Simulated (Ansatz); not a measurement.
The input, for Ansatz 0.2.0:

```yaml
crystal:
  periodic: [false, false, false]
  atoms:
    - {symbol: B, position_ang: [-0.526920, 0.000000, 0.566764]}
    - {symbol: Be, position_ang: [0.607762, 0.000000, -0.847021]}
    - {symbol: H, position_ang: [0.217550, 0.000000, 1.494355]}
basis:
  gaussian: {orbitals: 6-31G}
magnetization: {spin_polarized: true, initial_magnetization: 2}
correlation: {method: ccsdtq, electrons: outside_noble_gas}
```

```sh
$ ansatz run in.yaml --threads 1 --pin off --events-out ev --progress --plain --max-ram 2393MiB
```

Log:

```
454 factors; integrals over basis functions are off by at most 2.0e-7 eV
mean field evaluation 1: about -1079.3582 eV, gradient 6.7e0 eV
mean field evaluation 2: about -1079.3594 eV, gradient 6.7e0 eV
mean field evaluation 4: about -1080.2062 eV, gradient 1.5e0 eV
mean field evaluation 8: about -1080.4187 eV, gradient 3.0e-1 eV
mean field evaluation 16: about -1080.4339 eV, gradient 2.5e-6 eV
mean field evaluation 32: about -1080.2845 eV, gradient 9.9e-1 eV
mean field evaluation 64: about -1080.9607 eV, gradient 3.0e-1 eV
mean field evaluation 96: about -1080.4061 eV, gradient 3.6e-1 eV
mean field evaluation 128: about -1078.2369 eV, gradient 9.3e-3 eV
mean field evaluation 160: about -1077.5483 eV, gradient 4.0e0 eV
...
cycle  10  -1.74600099 eV  change    2.0e-6 eV  update   1.3e-4
cycle  11  -1.74603611 eV  change   -3.5e-5 eV  update   7.9e-5
cycle  12  -1.74606138 eV  change   -2.5e-5 eV  update   4.3e-5
cycle  13  -1.74606546 eV  change   -4.1e-6 eV  update   2.5e-5
cycle  14  -1.74604389 eV  change    2.2e-5 eV  update   1.3e-5
cycle  15  -1.74603385 eV  change    1.0e-5 eV  update   6.3e-6
cycle  16  -1.74603161 eV  change    2.2e-6 eV  update   3.2e-6
cycle  17  -1.74603202 eV  change   -4.0e-7 eV  update   1.9e-6
cycle  18  -1.74603240 eV  change   -3.8e-7 eV  update   9.7e-7
cycle  19  -1.74603234 eV  change    6.3e-8 eV  update   5.5e-7
Total energy: -1082.71315225 eV, -39.7889744558 hartree
```

Ran on 1 thread of Intel Xeon, shared host: 9.5 s wall, 0.14 GiB peak host memory.
